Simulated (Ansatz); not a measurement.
A calculation with Ansatz (development build ahead of 0.2.0).

```yaml
crystal:
  periodic: [false, false, false]
  atoms:
    - { symbol: Li, position_ang: [0.0, 0.0, 1.2365] }
    - { symbol: Li, position_ang: [0.0, 0.0, -1.2365] }
    - { symbol: H, position_ang: [0.0, 0.0, 2.7724] }
    - { symbol: H, position_ang: [0.0, 0.0, -2.7724] }
basis:
  gaussian: { orbitals: pcseg-2 }
magnetization:
  initial_magnetization: 2
hamiltonian:
  xc: { name: wB97X }
```

The input is written out in the form of the current development build from the run's settings.

Output:

```
Converged                       : yes
Total energy                    : -16.02351 hartree
Spin squared of the determinant : 2.000
Stability test                  : minimum among restricted orbitals
```

Caution: other spin multiplicities may lie lower.
